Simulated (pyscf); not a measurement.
Single points on ωB97X-D3(BJ)/def2-SVP structures (PySCF, gas phase).

### Question
Estimate the classical barrier height and the reaction energy of F–SiH₂–O–SiH₃ + F–C:–F [singlet] -> F–SiH(F)–O–SiH₃ + :HC–F [singlet] at ωB97M-D3(BJ)/def2-TZVP. The step runs on the singlet surface, breaks H–Si, C–F and forms F–Si, C–H; take the separated reactants as zero.

### Answer
ΔE‡ = 105.5 kJ/mol, ΔE = -75.2 kJ/mol. Zero-point energy shifts the barrier by +7.7 kJ/mol. It is a four-centre exchange, with an imaginary mode of 234i cm⁻¹. On the product side the descent ends in a complex (not fully relaxed), 23.2 kJ/mol under the separated species and 200.6 kJ/mol under the saddle at ωB97X-D3(BJ)/def2-TZVP. This is the saddle that the search found; another between the same sides may lie lower. A restricted singlet here is unstable towards spin polarisation, as is usual where a triplet lies low; its energy is less safe.
